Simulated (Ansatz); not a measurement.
I need a composite energy at a relaxed geometry of H3OSi (charge -1), SMILES [O-][SiH3]. Use the Python package of Ansatz (0.2.0). Use (for the species named): B3LYP, def2-SVP basis, multiplicity 1.

```xyz
5

O    -1.4442    0.2714    0.7001
Si   -0.0827    0.0156    0.0398
H    -0.1044   -0.2474   -1.4526
H     0.6978   -1.1746    0.5614
H     0.9335    1.1350    0.1513
```

Script `run_composite.py`:
```python
import itertools

import ansatz
from ase.data import atomic_numbers, covalent_radii
import numpy as np

GEOMETRY = '''
O    -1.44417    0.27139    0.70010
Si   -0.08270    0.01560    0.03980
H    -0.10444   -0.24742   -1.45260
H     0.69783   -1.17461    0.56142
H     0.93348    1.13504    0.15128
'''

system = ansatz.Crystal.molecule()
for line in GEOMETRY.strip().splitlines():
    symbol, *xyz = line.split()
    system = system.atom(symbol, [float(v) for v in xyz])

calc = (
    system.calculation()
    .basis(gaussian='def2-SVP')
    .functional('b3lyp')
    .charge(-1)
)
symbols = [site.symbol for site in system.cartesian_sites]
start = np.array([site.position_ang for site in system.cartesian_sites], dtype=float)
rep = calc.relax(force_tolerance=0.01, max_steps=100).run(threads=1, backend='cpu').report
end = np.array(rep['positions_ang'])
radius = [covalent_radii[atomic_numbers[s]] for s in symbols]
span = lambda where, i, j: np.linalg.norm(where[i] - where[j])
bonded = [(i, j) for i, j in itertools.combinations(range(len(symbols)), 2) if min(span(start, i, j), span(end, i, j)) < 1.2 * (radius[i] + radius[j])]
print('pair        before    after (A)')
for i, j in bonded:
    print(f'{symbols[i]}{i}-{symbols[j]}{j}'.ljust(10), f'{span(start, i, j):8.4f} {span(end, i, j):8.4f}')

minimum = ansatz.Crystal.molecule()
for symbol, place in zip(symbols, end):
    minimum = minimum.atom(symbol, place.tolist())
at_minimum = minimum.calculation().charge(-1)
level = lambda method, basis: at_minimum.basis(gaussian=basis).correlation(method).run(threads=1, backend='cpu').report
small, large, cluster = level('mp2', 'cc-pVDZ'), level('mp2', 'cc-pVTZ'), level('ccsd_t', 'cc-pVDZ')
corr = lambda each: (each['free_energy_ev'] - each['reference_energy_ev']) / 27.211386246
mp2_limit = (27 * corr(large) - 8 * corr(small)) / 19
pieces = {'HF / cc-pVTZ': large['reference_energy_ev'] / 27.211386246, 'MP2 correlation, DZ-TZ limit': mp2_limit, 'CCSD(T) - MP2 / cc-pVDZ': corr(cluster) - corr(small)}
for name, value in pieces.items():
    print(f'{name:32s} {value:14.6f} Ha')
print(f'{"sum":32s} {sum(pieces.values()):14.6f} Ha')
print('T1 diagnostic', round(cluster['correlation']['coupled_cluster']['t1_diagnostic'], 4))
```

```console
$ python run_composite.py
pair        before    after (A)
O0-Si1       1.5346   1.5756
Si1-H2       1.5156   1.5459
Si1-H3       1.5159   1.5460
Si1-H4       1.5160   1.5460
HF / cc-pVTZ                        -365.605294 Ha
MP2 correlation, DZ-TZ limit          -0.427097 Ha
CCSD(T) - MP2 / cc-pVDZ               -0.030334 Ha
sum                                 -366.062725 Ha
T1 diagnostic 0.0181
```

What to keep in mind:
- Total energies depend on the basis set; only differences at equal settings carry meaning.
- The sum leaves out core correlation, relativity, the Hartree-Fock basis error and zero-point energy; a DZ-TZ extrapolation is rough.
- b3lyp holds the VWN-RPA fit, as in Gaussian; the form of ORCA and Turbomole is b3lyp5.
- Inner cores stay frozen, so this is valence correlation.
- For Al to Cl the sets with a tight d function, cc-pV(X+d)Z, are usual.
- Anions want diffuse functions, which this basis lacks.
- The whole script took 7.9 s on 1 thread of Arm Neoverse V1, with other jobs on the host, peak memory 0.21 GiB.
